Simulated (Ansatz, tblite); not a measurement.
# BiH2F: charged states by level of theory

The task here is to estimate one member of a computed series from the others.

Program: Ansatz 0.2.0, Gaussian basis. Level of theory: as each input shows. These are calculated values, not measurements.

Plan: charge +1 doublet, at the geometry of the singlet (PBE0-D4/def2-TZVP, PBE-D4/def2-TZVP, r2SCAN-D4/def2-TZVP, CCSD(T)/def2-TZVPP); charge -1 doublet, at the geometry of the singlet (PBE0-D4/def2-TZVPD, PBE-D4/def2-TZVPD, r2SCAN-D4/def2-TZVPD, CCSD(T)/def2-TZVPD); the starting singlet's energies come from earlier runs.

### The geometry

The singlet was relaxed beforehand with PBE-D4/def2-TZVP.

4 atoms, charge 0, spin multiplicity 1.

Atoms are counted from 1 here; the program's logs count them from 0.

Bond lengths: Bi1–H2 1.818 Å, Bi1–H3 1.818 Å, Bi1–F4 2.050 Å. Angles: H2–Bi1–H3 89.1°, H2–Bi1–F4 94.1°, H3–Bi1–F4 94.1°.

Coordinates:

```xyz
4
charge 0, multiplicity 1
Bi    0.0086    0.0290    0.7846
H     1.5244    0.0557   -0.2192
H    -0.6608    1.3707   -0.2439
F    -0.8722   -1.4554   -0.3215
```

Bi takes a core potential in the def2 sets. No spin-orbit coupling is included.

Set-up of the first run:

The input, in.yaml:

```yaml
crystal:
  periodic: [false, false, false]
  atoms:
    - {symbol: Bi, position_ang: [0.008615, 0.029031, 0.784569]}
    - {symbol: H, position_ang: [1.524423, 0.055718, -0.219183]}
    - {symbol: H, position_ang: [-0.660835, 1.370681, -0.243876]}
    - {symbol: F, position_ang: [-0.872203, -1.455430, -0.321509]}
basis:
  gaussian: {orbitals: def2-TZVP}
total_charge: 1
magnetization: {spin_polarized: true, initial_magnetization: 1}
hamiltonian: {xc: pbe0, dispersion: d4}
output: {orbitals: {seedname: orbitals}}
```

Run with:

```console
ansatz run in.yaml --threads 2 --pin off --events-out ev --progress --plain --max-ram 4352MiB
```

Steps of the session up to this table: Charge +1 doublet at the fixed geometry, PBE0-D4/def2-TZVP; Charge +1 doublet at the fixed geometry, PBE-D4/def2-TZVP; Charge +1 doublet at the fixed geometry, r2SCAN-D4/def2-TZVP; Charge +1 doublet at the fixed geometry, CCSD(T)/def2-TZVPP; Charge -1 doublet at the fixed geometry, PBE0-D4/def2-TZVPD; Charge -1 doublet at the fixed geometry, PBE-D4/def2-TZVPD; Charge -1 doublet at the fixed geometry, r2SCAN-D4/def2-TZVPD; Charge -1 doublet at the fixed geometry, CCSD(T)/def2-TZVPD.

One table of the session follows, with a row left open; its other results are not shown here.

It belongs to the step «Vertical electron affinity». 

| method | vertical electron affinity (eV) |
| --- | --- |
| HF/def2-TZVPD | -0.48 |
| PBE-D4/def2-TZVPD | 0.13 |
| r2SCAN-D4/def2-TZVPD | 0.12 |
| PBE0-D4/def2-TZVPD | 0.13 |
| MP2/def2-TZVPD | 0.01 |
| CCSD/def2-TZVPD | ? |
| CCSD(T)/def2-TZVPD | 0.00 |

**Question.** Estimate the row for CCSD/def2-TZVPD.

**Answer.** vertical electron affinity (eV): -0.03. In the column «vertical electron affinity (eV)» it lies between HF/def2-TZVPD (-0.48) and CCSD(T)/def2-TZVPD (0.00).

Limits of these values: The anion's highest level is positive in at least one run, so there the basis alone may hold the extra electron.
